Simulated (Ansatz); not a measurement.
InSe (R3m, No. 160) was calculated with HSE06 (PAW; Ansatz, a first-principles code).

Run with plane-wave cutoff 500 eV, 6×6×6 k mesh, gaussian smearing 0.02 eV, scalar-relativistic PAW data made under PBE.

Cell (relaxed at this level):

```cif
data_In6Se6
_chemical_formula_sum 'In6 Se6'
_space_group_name_H-M_alt 'R3m :H'
_space_group_IT_number 160
_space_group_name_Hall 'R 3 -2"'
_cell_length_a 4.04253
_cell_length_b 4.04253
_cell_length_c 27.41003
_cell_angle_alpha 90.000
_cell_angle_beta 90.000
_cell_angle_gamma 120.000
loop_
_atom_site_label
_atom_site_type_symbol
_atom_site_symmetry_multiplicity
_atom_site_Wyckoff_symbol
_atom_site_fract_x
_atom_site_fract_y
_atom_site_fract_z
_atom_site_occupancy
In1 In 3 a 0.00000 0.00000 0.89286 1
In2 In 3 a 0.00000 0.00000 0.99496 1
Se1 Se 3 a 0.00000 0.00000 0.37392 1
Se2 Se 3 a 0.00000 0.00000 0.18056 1
```
(The calculation used a cell of 4 atoms; values per cell refer to that cell.)

Task: Give the computed band gap.

Result: 
* **band gap**: 1.54 eV (on the SCF k mesh)

Note: the cell comes from a level without a dispersion term, which matters for the spacing of layers, chains or molecules; the volume lies 11 % above that of the published cell; the cell has widely spaced layers and the level no dispersion term, so their spacing and the moduli can rest on weak binding.

Spin–orbit coupling is not included.

Cost on a shared machine: around 2.1 core-hours (rough).
